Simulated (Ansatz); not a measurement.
Input file:

```yaml
crystal:
  periodic: [false, false, false]
  atoms:
    - {symbol: C, position_ang: [0.000000, 0.000000, 0.712053]}
    - {symbol: Na, position_ang: [0.000000, 0.000000, -3.587349]}
    - {symbol: H, position_ang: [0.000000, 0.000000, 2.875296]}
basis:
  gaussian: {orbitals: cc-pVDZ, point_charges: [{charge: 0.50, position_ang: [4.356, 0.296, -0.830]}]}
magnetization: {spin_polarized: true, initial_magnetization: 2}
correlation: {method: ccsd, electrons: outside_noble_gas}
accuracy: high
scf: {lower_state_search: light}
```

```sh
$ ansatz run in.yaml --threads 1 --pin off --events-out ev --progress --plain --max-ram 2393MiB
```

Log:

```
692 factors; integrals over basis functions are off by at most 3.5e-9 eV
mean field evaluation 1: about -5440.9699 eV, gradient 7.8e0 eV
mean field evaluation 2: about -5440.9706 eV, gradient 7.8e0 eV
mean field evaluation 4: about -5441.7517 eV, gradient 1.3e0 eV
mean field evaluation 8: about -5441.7988 eV, gradient 2.8e-1 eV
mean field evaluation 16: about -5443.3020 eV, gradient 4.0e0 eV
mean field evaluation 32: about -5443.4548 eV, gradient 1.5e-1 eV
mean field evaluation 64: about -5442.3703 eV, gradient 4.1e0 eV
mean field evaluation 96: about -5441.8063 eV, gradient 7.5e-2 eV
mean field evaluation 128: about -5443.3397 eV, gradient 1.0e0 eV
mean field evaluation 160: about -5442.3806 eV, gradient 3.9e0 eV
...
mean field -5443.47826882 eV, -200.0441366570 hartree, gradient 9.0e-9 eV, S^2 3.009254; 35 other end points of the search recorded, 0 dependent functions left out
determinant -5443.47826882 eV, -200.0441366570 hartree, with singles and doubles -5445.59915744 eV, -200.1220778764 hartree
determinant -5443.45568961 eV, -200.0433068864 hartree, with singles and doubles -5445.76644583 eV, -200.1282256113 hartree
determinant -5443.42369333 eV, -200.0421310449 hartree, with singles and doubles -5445.70545476 eV, -200.1259842308 hartree
determinant -5442.94767885 eV, -200.0246378354 hartree, with singles and doubles -5445.47686229 eV, -200.1175836123 hartree
determinant -5442.90991953 eV, -200.0232502060 hartree, with singles and doubles -5445.44151701 eV, -200.1162846972 hartree
determinant -5442.89140771 eV, -200.0225699092 hartree, with singles and doubles -5444.94993960 eV, -200.0982195606 hartree
determinant -5442.85307786 eV, -200.0211613129 hartree, with singles and doubles -5444.91337914 eV, -200.0968759886 hartree
determinant -5442.73319227 eV, -200.0167555989 hartree, with singles and doubles -5444.97406234 eV, -200.0991060551 hartree
determinant -5442.73231285 eV, -200.0167232808 hartree, with singles and doubles -5444.97290062 eV, -200.0990633624 hartree
determinant -5442.73226622 eV, -200.0167215672 hartree, with singles and doubles -5444.97286173 eV, -200.0990619335 hartree
determinant -5442.12097130 eV, -199.9942568930 hartree, with singles and doubles -5444.38686205 eV, -200.0775268423 hartree
determinant -5442.08101795 eV, -199.9927886347 hartree, with singles and doubles -5444.33536126 eV, -200.0756342233 hartree
determinant -5441.80675964 eV, -199.9827098276 hartree, with singles and doubles -5445.44801471 eV, -200.1165234832 hartree
determinant -5441.74521514 eV, -199.9804481090 hartree, with singles and doubles -5445.80656827 eV, -200.1297000837 hartree
determinant -5441.71078219 eV, -199.9791827214 hartree, with singles and doubles -5445.75050609 eV, -200.1276398366 hartree
determinant -5441.64395584 eV, -199.9767268983 hartree, with singles and doubles -5444.36016521 eV, -200.0765457518 hartree
determinant -5441.51175840 eV, -199.9718687319 hartree, with singles and doubles -5443.66522602 eV, -200.0510072073 hartree
determinant -5441.30364447 eV, -199.9642206861 hartree, with singles and doubles -5443.40400559 eV, -200.0414075336 hartree
determinant -5441.07708390 eV, -199.9558947388 hartree, with singles and doubles -5443.17722563 eV, -200.0330735237 hartree
determinant -5441.07507948 eV, -199.9558210777 hartree, with singles and doubles -5443.13675533 eV, -200.0315862676 hartree
determinant -5440.98286611 eV, -199.9524322988 hartree, with singles and doubles -5443.77692086 eV, -200.0551119170 hartree
determinant -5440.90085517 eV, -199.9494184523 hartree, with singles and doubles -5443.70906749 eV, -200.0526183516 hartree
determinant -5440.83698243 eV, -199.9470711725 hartree, with singles and doubles -5442.87020618 eV, -200.0217907672 hartree
determinant -5440.74802286 eV, -199.9438019687 hartree, with singles and doubles -5442.81825728 eV, -200.0198816802 hartree
determinant -5443.47826882 eV, -200.0441366570 hartree, with singles and doubles -5445.61758318 eV, -200.1227550098 hartree
determinant -5443.45568961 eV, -200.0433068864 hartree, with singles and doubles -5445.76954447 eV, -200.1283394839 hartree
determinant -5443.42369333 eV, -200.0421310449 hartree, with singles and doubles -5445.71782446 eV, -200.1264388089 hartree
determinant -5442.94767885 eV, -200.0246378354 hartree, with singles and doubles -5445.48428179 eV, -200.1178562739 hartree
determinant -5442.90991953 eV, -200.0232502060 hartree, with singles and doubles -5445.44935719 eV, -200.1165728186 hartree
determinant -5442.89140771 eV, -200.0225699092 hartree, with singles and doubles -5444.95541836 eV, -200.0984209013 hartree
determinant -5442.85307786 eV, -200.0211613129 hartree, with singles and doubles -5444.91880432 eV, -200.0970753601 hartree
determinant -5442.73319227 eV, -200.0167555989 hartree, with singles and doubles -5444.97455030 eV, -200.0991239873 hartree
determinant -5442.73231285 eV, -200.0167232808 hartree, with singles and doubles -5444.97344730 eV, -200.0990834528 hartree
determinant -5442.73226622 eV, -200.0167215672 hartree, with singles and doubles -5444.97341491 eV, -200.0990822626 hartree
determinant -5442.12097130 eV, -199.9942568930 hartree, with singles and doubles -5444.37403087 eV, -200.0770553051 hartree
determinant -5442.08101795 eV, -199.9927886347 hartree, with singles and doubles -5444.32744777 eV, -200.0753434079 hartree
determinant -5441.80675964 eV, -199.9827098276 hartree, with singles and doubles -5445.47785205 eV, -200.1176199853 hartree
determinant -5443.47826882 eV, -200.0441366570 hartree, with singles and doubles -5445.63337289 eV, -200.1233352710 hartree
determinant -5443.45568961 eV, -200.0433068864 hartree, with singles and doubles -5445.83061771 eV, -200.1305838844 hartree
determinant -5443.42369333 eV, -200.0421310449 hartree, with singles and doubles -5445.79809733 eV, -200.1293887824 hartree
determinant -5442.94767885 eV, -200.0246378354 hartree, with singles and doubles -5445.65983880 eV, -200.1243078750 hartree
determinant -5442.90991953 eV, -200.0232502060 hartree, with singles and doubles -5445.62827071 eV, -200.1231477693 hartree
determinant -5441.80675964 eV, -199.9827098276 hartree, with singles and doubles -5445.57532901 eV, -200.1212021978 hartree
determinant -5441.74521514 eV, -199.9804481090 hartree, with singles and doubles -5445.80323743 eV, -200.1295776775 hartree
determinant -5441.71078219 eV, -199.9791827214 hartree, with singles and doubles -5445.77312391 eV, -200.1284710259 hartree
6 core orbitals not correlated: weight in the atoms' cores, before any rotation towards them, 1.000 or more for the frozen orbitals, at most 0.000 for the correlated occupied ones
reference -5441.71078219 eV, -199.9791827213 hartree; 4, 2 occupied and 27, 29 virtual orbitals, 692 factors
second order -2.68433823 eV of doubles, -0.00000000 eV of singles
...
cycle  59  -4.06234014 eV  change  -5.5e-10 eV  update   3.4e-9
cycle  60  -4.06234014 eV  change  -8.3e-10 eV  update   3.1e-9
cycle  61  -4.06234014 eV  change  -4.7e-10 eV  update   2.7e-9
cycle  62  -4.06234014 eV  change   1.2e-10 eV  update   2.2e-9
cycle  63  -4.06234014 eV  change   3.4e-10 eV  update   1.8e-9
cycle  64  -4.06234014 eV  change   3.6e-10 eV  update   1.3e-9
cycle  65  -4.06234014 eV  change   2.0e-10 eV  update   1.1e-9
cycle  66  -4.06234014 eV  change  -5.4e-12 eV  update  9.3e-10
cycle  67  -4.06234014 eV  change   7.9e-11 eV  update  8.1e-10
cycle  68  -4.06234014 eV  change   1.8e-10 eV  update  6.3e-10
WARN: the results are in doubt because among natural orbitals full CI differs from the method by -0.080 eV
Total energy: -5445.77312232 eV, -200.1284709678 hartree
In doubt: among natural orbitals full CI differs from the method by -0.080 eV
```

The T1 diagnostic is 0.084.

Ran on 1 thread of Arm Neoverse V2, shared host: 13 s wall, 0.11 GiB peak host memory.
